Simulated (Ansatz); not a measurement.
For hcp Ti, PBE-D3(BJ) (Ansatz, an electronic-structure program, PAW) gives:

| Item | Result |
|---|---|
| lattice constant a | 2.887 Å |
| lattice parameter c | 4.577 Å |

Q: What does PBE0 (Ansatz, plane waves, PAW) give for the same quantities?

A: 
- lattice constant a: 2.921 Å (increases by 1.2 %)
- lattice parameter c: 4.649 Å (goes up by 1.6 %)

For comparison: lattice constant a 2.950 Å (measured, 293 K, not corrected to a static lattice; as tabulated in Wikipedia's data pages); lattice parameter c 4.683 Å (measured, 293 K, not corrected to a static lattice; as tabulated in Wikipedia's data pages).

Changes are worked out from the printed values.

Unless a cell is named, each level is at its own relaxed cell (PBE-D3(BJ) 16.52, PBE0 17.17 Å³/atom).

The crystal itself was run without spin with PBE-D3(BJ), PBE0; a magnetic state was not tried in these runs.

Ansatz's density-functional and Hartree–Fock values are scalar-relativistic unless marked +SOC, with PAW data made under PBE.
